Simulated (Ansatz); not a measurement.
```yaml
crystal:
  periodic: [false, false, false]
  atoms:
    - {symbol: Al, position_ang: [-2.280527, -0.095222, -0.001397]}
    - {symbol: Ga, position_ang: [0.327591, 0.159792, 0.001393]}
    - {symbol: O, position_ang: [1.952935, -0.064571, 0.000004]}
basis:
  gaussian: {orbitals: def2-TZVP}
magnetization: {spin_polarized: true, initial_magnetization: 2}
hamiltonian: {xc: pbe0}
relax: {f_tol: 0.004, max_steps: 80}
```

```sh
$ ansatz run in.yaml --threads 1 --pin off --events-out ev --progress --plain --max-ram 2176MiB
```

Steps of the relaxation (energy above the last step; positions in Å, forces in eV/Å):

```
3
step 1, 79.1 meV
Al   -2.281   -0.095   -0.001    0.561    0.122    0.001
Ga    0.328    0.160    0.001   -1.695   -0.073   -0.001
O     1.953   -0.065    0.000    1.134   -0.049    0.000
```

```
3
step 2, 10.5 meV
Al   -2.249   -0.048   -0.001    0.287    0.027    0.000
Ga    0.291    0.041    0.000   -0.266   -0.053   -0.001
O     1.958    0.007    0.001   -0.021    0.026    0.000
```

```
3
step 3, 3.2 meV
Al   -2.195   -0.020   -0.001   -0.130   -0.017    0.000
Ga    0.263   -0.030    0.000    0.366    0.053    0.001
O     1.932    0.050    0.001   -0.236   -0.036    0.000
```

```
3
step 5, 0.0 meV
Al   -2.208   -0.033   -0.001   -0.001    0.000    0.000
Ga    0.272    0.004    0.000   -0.001    0.000    0.000
O     1.936    0.029    0.001    0.002    0.000    0.000
```

Close pairs at the end: Ga2–O3 1.665 Å, Al1–Ga2 2.480 Å.

A stationary point of unrestricted PBE0 after 5 steps, with ⟨S²⟩ = 2.013 against 2.00 for a pure state; no frequencies were run, so it isn't proven a minimum. 3.4 min on 1 thread of Arm Neoverse V2, shared host.
